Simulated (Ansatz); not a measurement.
**AlHF (SMILES [F][AlH]): methods side by side**

AlHF has 3 atoms, charge 0, and is taken as a doublet. As SMILES, `[F][AlH]`. The coordinates come from a PBE0-D4/def2-TZVP relaxation.

```xyz
3

F     0.9071    0.8932    0.5856
Al   -0.4325    0.3180   -0.1995
H    -0.4854   -1.2761   -0.3993
```

Each level gives the energy change with the F1–Al2 bond stretched from 1.656 to 3.312 Å (eV). The values are calculated.

```json
{"level": "UHF/STO-3G", "kind": "Hartree–Fock", "program": "Ansatz", "value (eV)": "2.82", "less FCI/STO-3G": "-0.35"}
{"level": "UBHLYP/STO-3G", "kind": "global hybrid", "program": "Ansatz", "value (eV)": "3.97", "less FCI/STO-3G": "+0.80"}
{"level": "UB2PLYP/STO-3G", "kind": "double hybrid", "program": "Ansatz", "value (eV)": "3.99", "less FCI/STO-3G": "+0.82"}
{"level": "RPA@PBE/STO-3G", "kind": "RPA", "program": "Ansatz", "value (eV)": "2.87", "less FCI/STO-3G": "-0.30"}
{"level": "UMP2/STO-3G", "kind": "perturbation theory", "program": "Ansatz", "value (eV)": "3.16", "less FCI/STO-3G": "-0.01"}
{"level": "UBCCD(T)/STO-3G", "kind": "coupled cluster or CI", "program": "Ansatz", "value (eV)": "3.15", "less FCI/STO-3G": "-0.02"}
{"level": "FCI/STO-3G", "kind": "exact in the basis", "program": "Ansatz", "value (eV)": "3.17", "less FCI/STO-3G": "0.00"}
```

FCI/STO-3G is exact within its basis and frozen core, so for wave-function methods in that basis the difference is their error; functionals converge differently with the basis, so for them it is only a difference. The first shape isn't each level's own minimum. The values span 2.82 to 3.99 eV. All rows use very small basis sets, so none should be taken for the real molecule's value.
